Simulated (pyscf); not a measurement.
•H₂C–O–SiH₃ (SMILES [CH2]O[SiH3]) + H₂ (SMILES [H][H]) -> H₃C–O–SiH₃ (SMILES CO[SiH3]) + H• (SMILES [H]), a hydrogen abstraction (doublet surface; H–H broken, C–H formed). Single points on ωB97X-D3(BJ)/def2-SVP structures (PySCF, gas phase). Energies in kcal/mol from the separated reactants.

AM1 to PM7: differences of heats of formation from MOPAC, which are fitted to 298 K values and so differ in kind from electronic energies by zero-point and thermal terms. Open shells are spin-unrestricted. 

Question: In single points AM1 puts the saddle at 23.6 kcal/mol and the reaction energy at +27.9 kcal/mol. Should these be trusted to within a few kcal/mol? Compare with ωB97M-D3(BJ)/def2-TZVP.

Answer: ωB97M-D3(BJ)/def2-TZVP gives ΔE‡ = 13.9 kcal/mol and ΔE = +4.8 kcal/mol. AM1 lies 9.8 kcal/mol over it in the barrier and 23.0 kcal/mol over it in the reaction energy, so on this step it does not hold to within 3.0 kcal/mol. At AM1 this geometry lies under one side, so its ΔE‡ may be no barrier of that level. ωB97M-D3(BJ)/def2-TZVP has limits of its own. •H₂C–O–SiH₃ lies 5.8 kcal/mol over its isomer H₃C–O–SiH₂• (electronic energy, ωB97M-D3(BJ)/def2-TZVP). H₃C–O–SiH₃ lies 23.7 kcal/mol over its isomer H₃C–SiH₂–OH (electronic energy, ωB97M-D3(BJ)/def2-TZVP). This is the saddle that the search found; another between the same sides may lie lower. The angle at the transferred H is 176°.
